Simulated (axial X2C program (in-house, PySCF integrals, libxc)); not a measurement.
## Spin–orbit effects along a row: molecules with Li (ions), MP2

All values come from calculations with an in-house all-electron X2C program for linear molecules (integrals from PySCF), spin-free (one-electron X2C) or two-component (2c: spin–orbit coupling with atomic mean-field Coulomb and Gaunt terms, which also bring small scalar terms), in Dyall basis sets with cores contracted in-house; open shells are unrestricted.

Basis sets: Al dyall-v3z, Li dyall-cv3z, Mg dyall-cv3z, Na dyall-cv3z, P dyall-v3z, S dyall-av3z. Frozen shells (counts by l): LiNa⁺ Na 1s, Li 1s, 9 electrons correlated; LiMg⁺ Mg 2s1p, Li 1s, 2 electrons correlated; LiAl⁺ Al 2s1p, Li 1s, 3 electrons correlated; LiP⁺ P 2s1p, Li 1s, 5 electrons correlated; LiS⁺ S 2s1p, Li 1s, 6 electrons correlated. Where the outer core of a metal is frozen, bonds come out longer and ionisation energies lower. Frozen cores can differ along the series, which adds to the trend.

| molecule | spin-free state | Re (Å) | ωe (cm⁻¹) | De (eV) | 2c state | Re 2c (Å) | ωe 2c (cm⁻¹) | De 2c (eV) |
| --- | --- | --- | --- | --- | --- | --- | --- | --- |
| LiNa⁺ | M_S = 1/2, Λ = 0 | 3.391 | 190.0 | 1.00 | Ω = 1/2 | 3.391 | 190.0 | 1.00 |
| LiMg⁺ | M_S = 0, Λ = 0 | 2.943 | 258.8 | 0.80 | Ω = 0 | 2.943 | 258.8 | 0.80 |
| LiAl⁺ | M_S = 1/2, Λ = 0 | 3.055 | 230.1 | 1.16 | Ω = 1/2 | 3.056 | 230.0 | 1.16 |
| LiP⁺ | M_S = 3/2, Λ = 0 | 2.695 | 240.0 | 0.37 | Ω = 3/2 | 2.695 | 240.0 | 0.37 |
| LiS⁺ | M_S = 1, Λ = 0 | 2.500 | 328.1 | 0.76 | Ω = 1 | 2.500 | 328.2 | 0.73 |

Fragments in 2c: Na+ + Li, Mg + Li+, Al + Li+, P + Li+, S + Li+. Each entry is the lowest single determinant of a limited PBE0 search at one distance. De goes to single-determinant-based atoms at the same level (for ions the charge split of lowest energy) and is withheld (n/a) where an atom does not fit its ground term or J level. Main or longest-lived isotopes. One determinant is a doubtful description, or other states lie close, for LiP⁺, LiS⁺; these need not be ground states, and all values refer to the states named. Some open-shell Ω = 0 determinants are out of reach, so the Ω given for LiS⁺ need not be the lowest component. With several unpaired electrons the Ω given is that of one determinant, not necessarily of the lowest component.
